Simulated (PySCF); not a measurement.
Gas-phase reaction: 3 CH2Cl2 + 3 C3H8 ⇌ 6 CH3Cl + 2 C3H6 (propylene), at 1800 K and a standard pressure of 1 bar. Level: M06-2X/def2-TZVP†.

Energies from PySCF, thermal terms from the rigid-rotor harmonic-oscillator model, ideal gas at 1 bar. † marks an energy on the PBE0/def2-TZVP geometry and frequencies. All species are closed-shell singlets. The harmonic model lacks anharmonicity and excited electronic states, which grow with temperature; levels with a mode under 35 cm⁻¹ are left out. Internal rotation in C3H8, C3H6 (propylene) is treated as a harmonic vibration of one conformer, which makes the entropy rough.

```tsv
species	E (Ha)	H(1800 K) − E (kJ/mol)	S°(1800 K) (J/mol/K)
CH2Cl2	-959.69511	214.7	407.7
C3H8	-119.11158	539.4	530.8
CH3Cl	-500.09796	223.1	355.3
C3H6 (propylene)	-117.88394	432.4	484.3
```
E: electronic energy; H − E holds the zero-point and thermal terms. 1 Ha = 2625.5 kJ/mol.

Question: Work out ΔH°, ΔS°, ΔG° and log10 K from these numbers.

Answer: 1. ΔE = 6×(-500.09796) + 2×(-117.88394) − 3×(-959.69511) − 3×(-119.11158) = 0.06443 Ha = 169.2 kJ.
2. Δ(H − E) = 6×(223.1) + 2×(432.4) − 3×(214.7) − 3×(539.4) = -58.9 kJ, so ΔH° = 110.3 kJ.
3. ΔS° = 6×(355.3) + 2×(484.3) − 3×(407.7) − 3×(530.8) = 284.9 J/K; the number of gas molecules changes by +2.
4. ΔG° = ΔH° − TΔS° = 110.3 − 1800×(284.9)/1000 = -402.5 kJ.
5. log10 K = −ΔG°/(RT ln 10) = 11.68, with RT ln 10 = 34.46 kJ/mol; at standard pressures the products are favoured.
6. A shift of 10 kJ in ΔE would move log10 K by 0.29 here.
For scale, ΔH°(298 K) is 147 kJ at this level, 153 kJ at ωB97M-V/def2-TZVP†, and runs from 74 to 242 kJ over the 20 levels computed; the NASA 1993 table gives 148 kJ (entries not checked at source).
